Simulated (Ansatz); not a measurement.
C4H5N (`C#C/N=C\C`) at its PBE0-D4/def2-TZVP geometry, where that method's forces vanish. The species carries charge 0 and has multiplicity 1.

```xyz
10

C    -0.4163    1.1687    2.1454
C     0.3144    0.8129    1.2550
N     1.2185    0.4811    0.3373
C     0.9135   -0.1993   -0.6965
C    -0.4246   -0.7257   -1.0633
H    -1.0617    1.4818    2.9298
H     1.7372   -0.4111   -1.3794
H    -1.1763   -0.4667   -0.3180
H    -0.7257   -0.3279   -2.0377
H    -0.3789   -1.8138   -1.1725
```

**Question.** What forces (eV/Å) does PBE-D4/def2-TZVPP give on these atoms in Ansatz? (An estimate is asked.)

**Answer.** Ansatz gave: 
```
C1  -0.642  0.334  0.818
C2   0.677 -0.317 -0.802
N3   0.243  0.457  0.678
C4  -0.104 -0.373 -0.591
C5   0.025  0.008  0.004
H6  -0.123  0.064  0.157
H7   0.179 -0.058 -0.169
H8  -0.162  0.050  0.150
H9  -0.079  0.057 -0.204
H10 -0.013 -0.222 -0.042
```
